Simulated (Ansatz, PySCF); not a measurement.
Species: C₃H₃ (charge 0, doublet). It need not be the lowest isomer of its formula. 
Geometry from a B3LYP-D3(BJ)/def2-TZVP (Ansatz, a program for electronic structure) optimisation:
```xyz
6

C      0.1102     0.0659     0.3263
C     -0.1374    -0.0523     1.5446
C      0.0300    -0.0005    -1.1193
H      0.0061     0.9982    -1.5605
H      0.8683    -0.5625    -1.5367
H     -0.8913    -0.5141    -1.4127
```
Charge 0, spin multiplicity 2.

Total electronic energies in hartree. Correlated levels leave the core frozen unless marked. Open shells are spin-unrestricted. No spin-orbit coupling. No relativistic terms. 

The Hartree-Fock reference is unstable (checked in the largest basis), which strains HF and MP2. 

```json
[
 {"level": "HF-D4/def2-TZVPD", "program": "PySCF + dftd4", "energy (Eh)": "-115.24194"},
 {"level": "BP86/def2-TZVPD", "program": "PySCF", "energy (Eh)": "___"},
 {"level": "PBE0-D4/def2-TZVP", "program": "Ansatz + dftd4", "energy (Eh)": "-115.82826"},
 {"level": "M06-2X/def2-TZVPD", "program": "PySCF", "energy (Eh)": "___"},
 {"level": "RPA@PBE/cc-pVQZ", "program": "Ansatz", "energy (Eh)": "___"},
 {"level": "RI-MP2/aug-cc-pVQZ", "program": "Ansatz", "energy (Eh)": "-115.67534"},
 {"level": "RI-MP2/cc-pVQZ", "program": "Ansatz", "energy (Eh)": "-115.67219"},
 {"level": "CCSD/cc-pVDZ", "program": "Ansatz", "energy (Eh)": "-115.59024"}
]
```

Question: Fill in the missing entries.

Answer: 
- BP86/def2-TZVPD, energy (Eh): -115.97433
- M06-2X/def2-TZVPD, energy (Eh): -115.92092
- RPA@PBE/cc-pVQZ, energy (Eh): -116.00340
